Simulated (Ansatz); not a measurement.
`CSS` and `BSC` differ in one atom or group.

Ansatz, PBE0-D4/def2-TZVP geometries, multiplicity 1. Each molecule was computed in one conformer, which needn't be the lowest.

| property | `CSS` |
| --- | --- |
| HOMO energy (PBE0/def2-TZVPP) / eV | -6.93 |
| HOMO energy (ωB97M-V/def2-TZVPP) / eV | -9.11 |
| LUMO energy (ωB97M-V/def2-TZVPP) / eV | 1.59 |
| HOMO energy (PBE/def2-TZVPP) / eV | -5.70 |
| LUMO energy (B3LYP/def2-TZVPP) / eV | -0.74 |
| HOMO energy (B3LYP/def2-TZVPP) / eV | -6.70 |

Give the same properties after the change, and the shifts. (Estimate.)

Ansatz gave: 
```tsv
property	`BSC`	shift
HOMO energy (PBE0/def2-TZVPP) / eV	-7.85	-0.92
HOMO energy (ωB97M-V/def2-TZVPP) / eV	-10.02	-0.91
LUMO energy (ωB97M-V/def2-TZVPP) / eV	0.88	-0.71
HOMO energy (PBE/def2-TZVPP) / eV	-6.74	-1.04
LUMO energy (B3LYP/def2-TZVPP) / eV	-1.25	-0.51
HOMO energy (B3LYP/def2-TZVPP) / eV	-7.61	-0.91
```

With PBE0 the HOMO falls by 0.92 eV and the LUMO falls by 0.56 eV, so the gap widens by about 0.36 eV. PBE moves the HOMO by -1.04 eV and ωB97M-V by -0.91 eV. The zero-point energy changes by 30.9 kJ/mol with +3 modes.

B3LYP here is the variant with VWN-RPA as its local correlation; programs differ in this.
